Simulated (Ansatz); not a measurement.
# C2HSi−: single points off equilibrium

An exercise on one series of results from a longer session: the logs are not shown, and one member is left open.

The runs use Ansatz 0.2.0, Gaussian basis; single points in def2-TZVPPD.

Cores are frozen in the correlated methods.

2 further runs of the same task are left out: 2 that didn't finish.

### The system as given

SMILES `C1#[Si][CH-]1`, 4 atoms, charge -1, spin multiplicity 1.

Atoms are counted from 1 here; the program's logs count them from 0.

Bond lengths: C1–Si2 1.942 Å, C1–C3 1.364 Å, Si2–C3 1.829 Å, C3–H4 1.081 Å. Angles: Si2–C1–C3 64.4°, C1–Si2–C3 42.3°, C1–C3–Si2 73.3°, C1–C3–H4 131.8°, Si2–C3–H4 152.9°.

Geometry (Å):

```xyz
4
charge -1, multiplicity 1
C    -0.15595   -0.93694    0.60825
Si    1.36988    0.26381    0.59225
C    -0.26040    0.13731   -0.22623
H    -0.96231    0.37136   -1.01417
```

Set-up of the first run:

File run/in.yaml:

```yaml
crystal:
  periodic: [false, false, false]
  atoms:
    - {symbol: C, position_ang: [-0.155945, -0.936938, 0.608249]}
    - {symbol: Si, position_ang: [1.369880, 0.263811, 0.592251]}
    - {symbol: C, position_ang: [-0.260403, 0.137308, -0.226234]}
    - {symbol: H, position_ang: [-0.962313, 0.371364, -1.014171]}
basis:
  gaussian: {orbitals: "def2-TZVPPD.json"}
total_charge: -1
hamiltonian: {xc: pbe, dispersion: d4}
output: {forces: true}
```

The basis file named in the input lies beside it (Basis Set Exchange, JSON).

Started as:

```console
$ ansatz run in.yaml --threads 2 --pin off --events-out ev --progress --plain --max-ram 3481MiB
```

Among the steps run: PBE-D4/def2-TZVPPD; r2SCAN-D4/def2-TZVPPD; PBE0-D4/def2-TZVPPD; wB97M-V/def2-TZVPPD; CCSD(T)/def2-TZVPPD.

One of the session's tables, all rows but one given; the rest of the session is left out.

```
   method  RMS force component (eV/Å)  angle to CCSD(T) forces (°)
   PBE-D4                           ?                            ?
r2SCAN-D4                       0.456                         37.0
  PBE0-D4                       0.515                         43.8
  wB97M-V                       0.548                         49.6
  CCSD(T)                       0.308                    reference
```

Q: Estimate the row for PBE-D4 from the others.

The run gave: RMS force component (eV/Å): 0.380; angle to CCSD(T) forces (°): 24.2. In the column «RMS force component (eV/Å)» it lies between CCSD(T) (0.308) and r2SCAN-D4 (0.456).

To keep in mind: The anion's highest level is positive in at least one run, so there the basis alone may hold the extra electron.
